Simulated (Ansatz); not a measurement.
Ideal-gas functions of `C#C[O]` radical at 500 K and 1 bar, from an Ansatz frequency run at PBE0-D4/def2-TZVP.

Molar mass 41.03 g/mol, point group Cs (symmetry number 1), electronic degeneracy 2, moments of inertia 0.424, 46.03, 46.454 u Å². Harmonic wavenumbers (cm⁻¹, unscaled): 453, 510, 574, 1280, 2123, 3365.

Use S(trans) = R[1.5 ln M + 2.5 ln T − 1.1517]; rotational temperatures θ = 24.2544 K / I; S(rot) = R[ln(√π/σ · √(T³/θAθBθC)) + 1.5]; for each mode x = 1.438777 ν̃/T, S = R[x/(eˣ − 1) − ln(1 − e⁻ˣ)] and H = RT x/(eˣ − 1); 1 cm⁻¹ = 0.0119627 kJ/mol; R = 8.31446 J/(mol·K).

Problem. By hand: the entropy, in J/(mol·K).

Solution. Translation 165.9. Rotation: θ = 57.2038, 0.5269, 0.5221 K, giving 83.3. Vibration, mode by mode: 6.68, 5.83, 5.03, 1.00, 0.13, 0.01, in all 18.7. Electronic 5.8. Sum 273.7 J/(mol·K).

Problem. By hand: H − E and G − E in kJ/mol, counted from the electronic energy.

Solution. Zero-point energy ½ × 8305 × 0.0119627 = 49.7; thermal vibration 5.9; translation, rotation and pV give 4 RT = 16.6. H − E = 72.2 kJ/mol, and G − E = 72.2 − 500 × 273.7/1000 = -64.6 kJ/mol.

Vibration gives 7 % of the entropy.
